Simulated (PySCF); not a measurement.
**How exact exchange moves a shielding**

Molecule: SMILES CN1CC1, C3H7N.

Atom-mapped SMILES (the numbers label the heavy atoms): `[CH3:1][N:2]1[CH2:3][CH2:4]1`. Hydrogens are named by the atom that carries them.

GIAO shieldings (ppm, equivalent atoms averaged) in PySCF on the PBE0-D3(BJ)/def2-SVP geometry, basis pcSseg-2, gas phase, non-relativistic:

```tsv
functional	exact exchange (%)	σ(C1)	σ(C3/C4)	σ(N2)
BLYP	0	123.1	144.7	231.2
BP86	0	127.9	149.0	235.7
PBE	0	128.2	149.3	236.4
B3LYP	20	128.6	150.1	239.0
PBE0	25	134.5	155.4	245.4
BHandHLYP	50	135.5	157.1	249.6
HF	100	145.8	167.6	266.0
```

Task: Fit each shielding as a line in the percentage of exact exchange.

Result: σ(C1) = 126.6 + 0.19 x (rms 2.1 ppm); σ(C3/C4) = 147.8 + 0.20 x (rms 1.8 ppm); σ(N2) = 234.6 + 0.31 x (rms 2.0 ppm). The functionals also differ in their semilocal parts, which the line can't hold; Hartree–Fock has no correlation at all.

Task: What does the line predict for mPW1PW91 (25 %), and what does the run give?

Result: σ(C1): 131.3 predicted, 133.9 computed; σ(C3/C4): 152.8 predicted, 154.7 computed; σ(N2): 242.3 predicted, 244.4 computed ppm.
